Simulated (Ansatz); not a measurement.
# SiH2O2 (SMILES O[Si]O) at 6 levels

We compute a comparison of 6 runs (HF/aug-cc-pVDZ, B2PLYP/aug-cc-pVDZ, r2SCAN/aug-cc-pVDZ, wB97X/aug-cc-pVDZ, RPA@PBE/aug-cc-pVDZ, MP2/aug-cc-pVDZ) of SiH2O2. 

The calculation is run with Ansatz 0.2.0.

64 further runs of the same task are left out: 64 set aside as unsound or not needed.

### Step 1. Starting point

The species is SiH2O2 (5 atoms), meant as a singlet with charge 0. SMILES: `O[Si]O`. The O3–H5 distance was set to 1.440 Å, away from the relaxed value. At this shape a bond of the SMILES string is far longer than usual.

Bond lengths: O1–Si2 1.642 Å, Si2–O3 1.663 Å, O1–H4 0.964 Å. Angles: O1–Si2–O3 99.4°, Si2–O1–H4 117.5°. A long bond or contact: O3–H5 1.440 Å.

### Step 2. A single-point energy at HF/aug-cc-pVDZ (run 1)

input.yaml

```yaml
crystal:
  periodic: [false, false, false]
  atoms:
    - symbol: O
      position_ang: [-1.875757, -0.005298, -0.457403]
    - symbol: Si
      position_ang: [-0.644557, -0.690998, 0.385297]
    - symbol: O
      position_ang: [0.603443, 0.287802, -0.113803]
    - symbol: H
      position_ang: [-1.664457, 0.749202, -1.018503]
    - symbol: H
      position_ang: [1.901100, -0.013100, 0.433400]
basis:
  gaussian: {orbitals: aug-cc-pVDZ}
hamiltonian: {xc: hf}
accuracy: high
output: {orbitals: {seedname: orbitals}}
```

Run with:

```sh
ansatz run input.yaml --threads 1 --pin off --max-ram 3480MiB --events-out events.jsonl --progress --plain --runs-dir runs
```

Standard output:

```text
Warning: RAYON_NUM_THREADS=1 ignored (pool sized by the plan → 1); use --threads N
Functional definition: HF
  name "HF"
  exchange = exact_x
  correlation = 0
1807 factors; integrals over basis functions are off by at most 3.2e-9 eV
mean field evaluation 1: about -11962.2205 eV, gradient 5.1e1 eV
mean field evaluation 2: about -11962.2255 eV, gradient 5.1e1 eV
mean field evaluation 4: about -11967.5205 eV, gradient 4.0e0 eV
mean field evaluation 8: about -11967.6018 eV, gradient 5.2e-1 eV
mean field -11967.60546408 eV, -439.8013888705 hartree, gradient 2.0e-8 eV, S^2 0.000000; 0 other end points of the search recorded, 0 dependent functions left out
reference -11967.60546408 eV, -439.8013888705 hartree; 16, 16 occupied and 75, 75 virtual orbitals, 1807 factors
Total energy: -11967.60546408 eV, -439.8013888705 hartree
```

Wall time 2 s (1 thread of Arm Neoverse V2, shared host); peak memory 0.22 GiB.

### Step 3. A single-point energy at B2PLYP/aug-cc-pVDZ (run 2)

run.yaml

```yaml
crystal:
  periodic: [false, false, false]
  atoms:
    - {symbol: O, position_ang: [-1.875757, -0.005298, -0.457403]}
    - {symbol: Si, position_ang: [-0.644557, -0.690998, 0.385297]}
    - {symbol: O, position_ang: [0.603443, 0.287802, -0.113803]}
    - {symbol: H, position_ang: [-1.664457, 0.749202, -1.018503]}
    - {symbol: H, position_ang: [1.901100, -0.013100, 0.433400]}
basis:
  gaussian:
    orbitals: aug-cc-pVDZ
hamiltonian:
  xc: {name: B2PLYP}
correlation:
  frozen_orbitals: {H: 0, O: 1, Si: 5}
accuracy: high
output: {orbitals: {seedname: orbitals}}
```

Run with:

```sh
ansatz run run.yaml --threads 1 --pin off --max-ram 3480MiB --events-out events.jsonl --progress --plain --runs-dir runs
```

Standard output, cut to the lines that bear on the results:

```text
Warning: RAYON_NUM_THREADS=1 ignored (pool sized by the plan → 1); use --threads N
Functional definition: B2PLYP
  name "B2PLYP"
[...]
1807 factors; integrals over basis functions are off by at most 3.2e-9 eV
[...]
mean field -11992.82765466 eV, -440.7282872781 hartree, gradient 4.1e-8 eV, S^2 0.000000; 0 other end points of the search recorded, 0 dependent functions left out
7 core orbitals not correlated: weight in the atoms' cores, before any rotation towards them, 1.000 or more for the frozen orbitals, at most 0.000 for the correlated occupied ones
reference -11992.82768034 eV, -440.7282882220 hartree; 9, 9 occupied and 75, 75 virtual orbitals, 1807 factors
second order -17.52374398 eV of doubles, -0.00000000 eV of singles
Total energy: -11997.55909122 eV, -440.9021643645 hartree
```

Run time: 8.7 s. Hardware: 1 thread of Arm Neoverse V2, shared host; peak memory 0.26 GiB.

Run 3 isn't shown in full; the table further down has it.

### Step 4. The energy at wB97X/aug-cc-pVDZ (run 4)

molecule.yaml

```yaml
crystal:
  periodic: [false, false, false]
  atoms:
    - {symbol: O, position_ang: [-1.875757, -0.005298, -0.457403]}
    - {symbol: Si, position_ang: [-0.644557, -0.690998, 0.385297]}
    - {symbol: O, position_ang: [0.603443, 0.287802, -0.113803]}
    - {symbol: H, position_ang: [-1.664457, 0.749202, -1.018503]}
    - {symbol: H, position_ang: [1.901100, -0.013100, 0.433400]}
basis:
  gaussian: {orbitals: aug-cc-pVDZ}
magnetization: {spin_polarized: false, initial_magnetization: 0}
output: {orbitals: {seedname: orbitals}}
accuracy: high
hamiltonian: {xc: {name: wB97X}}
total_charge: 0
```

Run with:

```sh
ansatz run molecule.yaml --threads 1 --pin off --max-ram 3480MiB --events-out events.jsonl --progress --plain --runs-dir runs
```

Standard output, cut to the lines that bear on the results:

```text
Warning: RAYON_NUM_THREADS=1 ignored (pool sized by the plan → 1); use --threads N
Functional definition: wB97X
  name "wB97X"
[...]
      + exact_x_lr(omega)
[...]
      + integral(e_c_pw_opposite_spin*poly(b97_u_opposite, 1, cos1, cos2, cos3, cos4))
1807 factors; integrals over basis functions are off by at most 3.2e-9 eV
435 factors; integrals over basis functions are off by at most 1.7e-9 eV
[...]
mean field -12002.60095525 eV, -441.0874494503 hartree, gradient 2.5e-8 eV, S^2 0.000000; 0 other end points of the search recorded, 0 dependent functions left out
reference -12002.60095023 eV, -441.0874492657 hartree; 16, 16 occupied and 75, 75 virtual orbitals, 1807 factors
Total energy: -12002.60095023 eV, -441.0874492657 hartree
```

Run time: 17 s. Hardware: 1 thread of Arm Neoverse V2, shared host; peak memory 0.43 GiB.

Run 5 isn't shown in full; the table further down has it.

### Step 5. The energy at MP2/aug-cc-pVDZ (run 6)

job.yaml

```yaml
basis:
  gaussian:
    orbitals: aug-cc-pVDZ
crystal:
  periodic: [false, false, false]
  atoms:
    - symbol: O
      position_ang: [-1.875757, -0.005298, -0.457403]
    - symbol: Si
      position_ang: [-0.644557, -0.690998, 0.385297]
    - symbol: O
      position_ang: [0.603443, 0.287802, -0.113803]
    - symbol: H
      position_ang: [-1.664457, 0.749202, -1.018503]
    - symbol: H
      position_ang: [1.901100, -0.013100, 0.433400]
correlation:
  method: mp2
  frozen_orbitals: {H: 0, O: 1, Si: 5}
accuracy: high
```

Run with:

```sh
ansatz run job.yaml --threads 1 --pin off --max-ram 3480MiB --events-out events.jsonl --progress --plain --runs-dir runs
```

Standard output:

```text
Warning: RAYON_NUM_THREADS=1 ignored (pool sized by the plan → 1); use --threads N
Functional definition: HF
  name "HF"
  exchange = exact_x
  correlation = 0
1807 factors; integrals over basis functions are off by at most 3.2e-9 eV
mean field evaluation 1: about -11962.2205 eV, gradient 5.1e1 eV
mean field evaluation 2: about -11962.2255 eV, gradient 5.1e1 eV
mean field evaluation 4: about -11967.5205 eV, gradient 4.0e0 eV
mean field evaluation 8: about -11967.6018 eV, gradient 5.2e-1 eV
mean field -11967.60546408 eV, -439.8013888705 hartree, gradient 2.0e-8 eV, S^2 0.000000; 0 other end points of the search recorded, 0 dependent functions left out; unrestricted orbitals would lower it
mean field evaluation 16: about -11967.5554 eV, gradient 3.1e0 eV
7 core orbitals not correlated: weight in the atoms' cores, before any rotation towards them, 1.000 or more for the frozen orbitals, at most 0.000 for the correlated occupied ones
reference -11967.60546408 eV, -439.8013888705 hartree; 9, 9 occupied and 75, 75 virtual orbitals, 1807 factors
second order -14.02670430 eV of doubles, -0.00000000 eV of singles
Total energy: -11981.63216838 eV, -440.3168607459 hartree
```

It took 2.4 s on 1 thread of Arm Neoverse V2, shared host; peak memory 0.21 GiB.

### Step 6. The series

| run | level | frozen core orbitals | energy (Eh) | HOMO energy (eV) | LUMO energy (eV) | HOMO–LUMO gap (eV) | wall time |
| --- | --- | --- | --- | --- | --- | --- | --- |
| 1 | HF/aug-cc-pVDZ | – | -439.801389 | -9.56 | 0.35 | 9.91 | 2 s |
| 2 | B2PLYP/aug-cc-pVDZ | 7 | -440.902164 | -7.99 | -1.36 | 6.63 | 8.7 s |
| 3 | r2SCAN/aug-cc-pVDZ | – | -441.037416 | -6.08 | -3.33 | 2.74 | 9.9 s |
| 4 | wB97X/aug-cc-pVDZ | – | -441.087449 | -9.35 | -0.45 | 8.90 | 17 s |
| 5 | RPA@PBE/aug-cc-pVDZ | 7 | -440.552915 | – | – | – | 8.7 s |
| 6 | MP2/aug-cc-pVDZ | 7 | -440.316861 | – | – | – | 2.4 s |

### Step 7. Summary of results

| quantity | value |
| --- | --- |
| run 6: total energy | -440.31686 Eh |
| run 6: correlation energy (7 core orbitals frozen) | -515.5 mEh |

In words: Over runs 1, 2, 3, 4 the HOMO–LUMO gap runs from 2.74 eV (r2SCAN/aug-cc-pVDZ) to 9.91 eV (HF/aug-cc-pVDZ). Exact exchange widens orbital gaps. Totals of different functionals can't be ranked against each other. In run 6 the log says that unrestricted orbitals would lower the reference, so the values rest on an unstable closed-shell determinant (other closed-shell runs at this shape may share the fault). All runs together took 49 s, the longest 17 s.
